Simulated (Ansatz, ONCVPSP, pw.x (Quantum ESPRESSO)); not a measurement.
## What a changed setting does to a pw.x run (bcc Ta)

Potential: optimised norm-conserving Vanderbilt (ONCV), ONCVPSP 4.0.1.1 (patched build), LDA (Perdew-Wang 92); core [Kr] 4d10 4f14, reference 5s2 5p6 5d3 6s2; waves: 5s+6s: rc 1.70 bohr, ncon 4, nbas 8, qcut 8.3 1/bohr, 2 projectors; 5p: rc 1.80 bohr, ncon 4, nbas 8, qcut 8.6 1/bohr, 2 projectors, debl 2.6 Ha; 5d: rc 2.80 bohr, ncon 3, nbas 8, qcut 5.7 1/bohr, 2 projectors, debl 2.05 Ha; f scattering state at 0.04 Ha: rc 2.30 bohr, ncon 4, nbas 7, qcut 5.6 1/bohr, 1 projector; local part: polynomial inside 1.10 bohr (lpopt 4, dvloc0 6 Ha); core correction: Teter function, fcfact 5.25, rcfact 1.65.

The reference run (k-mesh 14³, cutoffs 65/260 Ry, Fermi–Dirac 0.01 Ry, mixing_beta 0.4, conv_thr 1e-9, no spin) gives 0.57 GPa at 17.128 Å³/atom, where all-electron LAPW gives 1.38 GPa. This run, with its own iteration cap, changes input_dft to sla+noc, a wrong or extreme entry chosen on purpose.

```
&control
  calculation='scf', prefix='x', pseudo_dir='./', outdir='./tmp', tstress=.true., disk_io='none'
/
&system
  ibrav=0, nat=1, ntyp=1, ecutwfc=65, ecutrho=260, nbnd=14,
  occupations='smearing', smearing='fd', degauss=0.01, input_dft='sla+noc'
/
&electrons
  conv_thr=1e-09, mixing_beta=0.4, electron_maxstep=70
/
ATOMIC_SPECIES
Ta 1.0 Ta.UPF
CELL_PARAMETERS angstrom
  -1.62386113 1.62386113 1.62386113
  1.62386113 -1.62386113 1.62386113
  1.62386113 1.62386113 -1.62386113
ATOMIC_POSITIONS crystal
Ta 0.0000 0.0000 0.0000
K_POINTS automatic
14 14 14 0 0 0
```

```bash
pw.x < Ta.scf.in > Ta.scf.out
```

Task: How does the run end?

Result: It converges in 7 iterations; the free energy moves by +49.96 eV/atom and the pressure by +12.16 GPa. The functional is no longer that of the file, so the result is not meaningful.

```
Exchange-correlation= SLA+NOC
     Message from routine setup:
     using ibrav=0 with symmetry is DISCOURAGED, use correct ibrav instead
     lattice parameter (alat)  =       5.3151  a.u.
     unit-cell volume          =     115.5855 (a.u.)^3
     number of electrons       =        13.00
     number of Kohn-Sham states=           14
     kinetic-energy cutoff     =      65.0000  Ry
     charge density cutoff     =     260.0000  Ry
     scf convergence threshold =      1.0E-09
     Exchange-correlation= SLA+NOC
     number of k points=   104  Fermi-Dirac smearing, width (Ry)=  0.0100
     iteration #  1     ecut=    65.00 Ry     beta= 0.40
     total energy              =    -137.55740006 Ry
     estimated scf accuracy    <       0.02790775 Ry
     iteration #  2     ecut=    65.00 Ry     beta= 0.40
     total energy              =    -137.55683402 Ry
     estimated scf accuracy    <       0.00432969 Ry
     iteration #  3     ecut=    65.00 Ry     beta= 0.40
     total energy              =    -137.55752355 Ry
     estimated scf accuracy    <       0.00013104 Ry
     iteration #  4     ecut=    65.00 Ry     beta= 0.40
     total energy              =    -137.55753167 Ry
     estimated scf accuracy    <       0.00000374 Ry
     iteration #  5     ecut=    65.00 Ry     beta= 0.40
     total energy              =    -137.55753240 Ry
     estimated scf accuracy    <       0.00000009 Ry
     iteration #  6     ecut=    65.00 Ry     beta= 0.40
     total energy              =    -137.55753241 Ry
     estimated scf accuracy    <          3.2E-09 Ry
     iteration #  7     ecut=    65.00 Ry     beta= 0.40
     the Fermi energy is    20.9415 ev
!    total energy              =    -137.55753241 Ry
     estimated scf accuracy    <          2.1E-10 Ry
     smearing contrib. (-TS)   =      -0.00524022 Ry
     The total energy is F=E-TS. E is the sum of the following terms:
     one-electron contribution =     -11.98229022 Ry
     hartree contribution      =      13.64042914 Ry
     xc contribution           =     -38.99862922 Ry
     ewald contribution        =    -100.21180190 Ry
     convergence has been achieved in   7 iterations
          total   stress  (Ry/bohr**3)                   (kbar)     P=      127.30
     Message from routine punch:
     Nothing written, as per user request (disk_io='none')
```

The run took about 16 s on one core of a shared host (Neoverse-V2, 96 threads, 742 GiB, load 47).
